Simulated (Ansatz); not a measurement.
# MgBH+ (doublet): from Hartree-Fock to the top rungs, def2-QZVPP

An exercise on one series of results from a longer session: the logs are not shown, and one member is left open.

Method: def2-QZVPP, core rule «outside noble gas», up to 6 orbitals frozen; program: Ansatz 0.2.0, Gaussian basis.

Plan: UHF; ROHF; CCSD(T) on UHF.

2 further runs of the same task are left out: 2 set aside as unsound or not needed.

## The geometry

The geometry is a PBE0/def2-TZVP stationary point (not a proven minimum) of the parent state, kept for this charge and spin.

3 atoms, charge 1, spin multiplicity 2.

Atoms are counted from 1 here; the program's logs count them from 0.

Bond lengths: B1–Mg2 2.396 Å, B1–H3 1.232 Å. Angles: Mg2–B1–H3 107.0°.

As a file:

```xyz
3
charge 1, multiplicity 2
B     0.00000   -0.18987    1.59085
Mg    0.00000    0.04517   -0.79322
H     0.00000    0.94726    2.06405
```

The first run:

File in.yaml:

```yaml
crystal:
  periodic: [false, false, false]
  atoms:
    - {symbol: B, position_ang: [0.000000, -0.189866, 1.590848]}
    - {symbol: Mg, position_ang: [0.000000, 0.045170, -0.793215]}
    - {symbol: H, position_ang: [0.000000, 0.947259, 2.064053]}
basis:
  gaussian: {orbitals: "def2-QZVPP.json"}
total_charge: 1
magnetization: {spin_polarized: true, initial_magnetization: 1}
hamiltonian: {xc: hf}
output: {orbitals: {seedname: orbitals}}
```

Launch:

```console
> ansatz run in.yaml --threads 1 --pin off --events-out ev --progress --plain --max-ram 2393MiB
```

Among the steps run: UHF; ROHF; CCSD(T) on UHF.

One of the session's tables, all rows but one given; the rest of the session is left out.

It belongs to the step «Misses and costs». 

```
  method  from UCCSD(T) (kcal/mol)
    ROHF                    +74.65
     UHF                    +67.13
    UMP2                    +19.09
   UCCSD                         ?
UCCSD(T)                         0
```

Estimate the missing values for UCCSD.

As computed: from UCCSD(T) (kcal/mol): +2.13. In the column «from UCCSD(T) (kcal/mol)» it lies between UCCSD(T) (0) and UMP2 (+19.09).
